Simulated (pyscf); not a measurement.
## Four-centre exchange: H₂S (SMILES S) + HS–GaH₂ (SMILES [SH][GaH2]) → HS–GaH₂ (SMILES [SH][GaH2]) + H₂S (SMILES S)

Gas phase, singlet surface, charge 0. Bonds broken: S1–H7, Ga2–S6. Bonds formed: S1–Ga2, S6–H7. Optimised with ωB97X-D3(BJ)/def2-SVP in PySCF. MP2 and CC: frozen core, UHF for open shells. ΔMP2 is the change of the MP2 total energy from the triple- to the quadruple-zeta basis.

Transition state (Å):

```xyz
8

S     -2.0425     0.1204     0.2982
Ga     0.1893    -0.1400    -0.5794
H     -1.9533     1.4526     0.4818
H      0.2557    -1.4997    -1.3352
H      0.7413     1.2584    -0.9843
S      0.7152    -0.5080     1.7462
H     -0.8880    -0.2082     1.4433
H      0.5508    -1.8451     1.7046
```

One imaginary mode, 1010i cm⁻¹; descent along it reached the two sides named, in the forms told below.

| bond | change | reactant side (Å) | saddle | product side |
|---|---|---|---|---|
| S1–H7 | breaks | 1.348 | 1.659 | 3.1 |
| Ga2–S6 | breaks | 2.238 | 2.413 | 2.6 |
| S1–Ga2 | forms | 2.6 | 2.412 | 2.238 |
| S6–H7 | forms | 3.1 | 1.659 | 1.348 |

Electronic energies relative to the separated reactants (eV):

| level | barrier | reaction energy | reverse barrier |
|---|---|---|---|
| ωB97X-D3(BJ)/def2-TZVP | -0.01 | 0.00 | -0.01 |
| PBE/def2-TZVP | -0.14 | 0.00 | -0.14 |
| r²SCAN/def2-TZVP | -0.12 | 0.00 | -0.12 |
| B3LYP-D3(BJ)/def2-TZVP | 0.04 | 0.00 | 0.04 |
| PBE0-D3(BJ)/def2-TZVP | -0.11 | 0.00 | -0.11 |
| M06-2X/def2-TZVP | 0.08 | 0.00 | 0.08 |
| ωB97M-D3(BJ)/def2-TZVP | 0.17 | 0.00 | 0.17 |
| HF/def2-TZVP | 0.90 | 0.00 | 0.90 |
| MP2/def2-QZVPP | 0.03 | 0.00 | 0.03 |
| CCSD/def2-TZVPP | 0.30 | 0.00 | 0.30 |
| CCSD(T)/def2-TZVPP | 0.16 | 0.00 | 0.16 |
| CCSD(T)/def2-TZVPP + ΔMP2(QZVPP) | 0.15 | 0.00 | 0.15 |

With CCSD(T)/def2-TZVPP + ΔMP2(QZVPP) energies and thermal terms (ideal gas, 1 atm, RRHO with modes under 100 cm⁻¹ raised to 100, one conformer, R ln 2 for chiral ones without a mode under 150 cm⁻¹), in eV:

```
T (K)   ΔH‡   ΔG‡    ΔH    ΔG
-----  ----  ----  ----  ----
298    0.11  0.60  0.00  0.00
600    0.13  1.09  0.00  0.00
900    0.16  1.56  0.00  0.00
1200   0.20  2.03  0.00  0.00
```

On the reactant side the descent ends in an adduct with a Ga–S contact, 0.54 eV under the separated species and 0.53 eV under the saddle at ωB97X-D3(BJ)/def2-TZVP. On the product side the descent ends in an adduct with a Ga–S contact, 0.54 eV under the separated species and 0.53 eV under the saddle at ωB97X-D3(BJ)/def2-TZVP. At ωB97X-D3(BJ)/def2-TZVP, PBE, r²SCAN, PBE0-D3(BJ) the saddle lies under the separated reactants, which points to a path from their complex (located at ωB97X-D3(BJ) alone). At ωB97X-D3(BJ)/def2-TZVP, PBE, r²SCAN, PBE0-D3(BJ) the saddle lies under the separated products, which points to a path from their complex (located at ωB97X-D3(BJ) alone). What is counted as formed (Ga–S) is already present as a longer contact in the reactant adduct; forming that adduct is a step of its own. What is counted as broken (Ga–S) persists as a longer contact in the product adduct; parting that adduct is a step of its own. One saddle was located; it need not be the lowest between these sides. The CCSD(T) − MP2 part came from Ansatz, without density fitting, on the same reference. The frozen core leaves the outer d or s,p core shells of the metals and heavy elements correlated in the MP2 and CC values, and def2-TZVPP describes them poorly, which can shift differences by a few kcal/mol. Elements up to Kr have no core potential and no relativistic terms here.
